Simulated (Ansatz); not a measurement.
A made-up structure of SiH2ClO (charge +1), closed shell:

```
5
angstrom
O -0.9489 -0.4363 -0.7899
Si 0.2163 0.4285 0.1891
Cl 1.7367 -0.5531 1.4085
H -1.0924 -1.4981 -0.9368
H 0.0883 2.0589 0.1291
```

It is relaxed with PBE-D4/def2-SVP and then PBE0-D4/def2-TZVP (Ansatz 0.2.0). Atoms count as bonded within 1.22 times the sum of their covalent radii (H–H: 0.88 Å). The end point is not checked to be a true minimum.

(1) Does its bonding change? (A judgement: the text doesn't fix the answer.)

Results:

(1) By the calculation: No: no bond forms or breaks.

Where it ends: The first stage lowers the energy by 1.08 eV in 7 steps. It ends as SiH₂ClO ([OH][SiH][Cl]), total charge +1:
```
atom    x (Å)    y (Å)    z (Å)
  O1  -0.8470  -0.3897  -0.7052
 Si2   0.1930   0.3827   0.1690
 Cl3   1.5506  -0.4938   1.2574
  H4  -0.9752  -1.3377  -0.8363
  H5   0.0787   1.8385   0.1151
```

Labels in which every atom is bracketed show which atoms are joined, not bond orders.

For scale, one of the runs: PBE0-D4/def2-TZVP relaxation, 117 basis functions, launched by `ansatz run in.yaml --threads 2 --pin off --events-out ev --progress --plain --max-ram 4352MiB`. The run took about 16 s on 2 CPU threads of an Arm Neoverse V1 (shared host).
